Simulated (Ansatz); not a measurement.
**AlCF (triplet): from Hartree-Fock to the top rungs, def2-TZVPP**

An exercise on one series of results from a longer session: the logs are not shown, and one member is left open.

The runs use Ansatz 0.2.0, Gaussian basis; def2-TZVPP, core rule «outside noble gas», up to 7 orbitals frozen.

Plan: UHF; ROHF; CCSD(T) on UHF.

2 further runs of the same task are left out: 2 set aside as unsound or not needed.

## What is computed

The geometry is a PBE0/def2-TZVP stationary point (not a proven minimum) of the parent state, kept for this charge and spin.

3 atoms, charge 0, spin multiplicity 3.

Atoms are counted from 1 here; the program's logs count them from 0.

Bond lengths: Al1–C2 1.926 Å, C2–F3 1.282 Å. Angles: Al1–C2–F3 145.2°.

As a file:

```
Al    0.0000   -0.0586    1.3942
C     0.0000    0.3514   -0.4873
F     0.0000   -0.1389   -1.6720
```

Set-up of the first run:

in.yaml reads:

```yaml
crystal:
  periodic: [false, false, false]
  atoms:
    - {symbol: Al, position_ang: [0.000000, -0.058625, 1.394221]}
    - {symbol: C, position_ang: [0.000000, 0.351445, -0.487256]}
    - {symbol: F, position_ang: [0.000000, -0.138923, -1.672032]}
basis:
  gaussian: {orbitals: def2-TZVPP}
magnetization: {spin_polarized: true, initial_magnetization: 2}
hamiltonian: {xc: hf}
output: {orbitals: {seedname: orbitals}}
```

Launch:

```console
> ansatz run in.yaml --threads 1 --pin off --events-out ev --progress --plain --max-ram 4096MiB --backend cpu
```

Among the steps run: UHF; ROHF; CCSD(T) on UHF.

One of the session's tables, all rows but one given; the rest of the session is left out.

It belongs to the step «Misses and costs». 

| method | from UCCSD(T) (meV) |
| --- | --- |
| ROHF | +12307.8 |
| UHF | ? |
| UMP2 | +1223.6 |
| UCCSD | +425.8 |
| UCCSD(T) | 0 |

Q: Estimate the row for UHF from the others.

The run gave: from UCCSD(T) (meV): +11997.9. In the column «from UCCSD(T) (meV)» it lies between UMP2 (+1223.6) and ROHF (+12307.8).
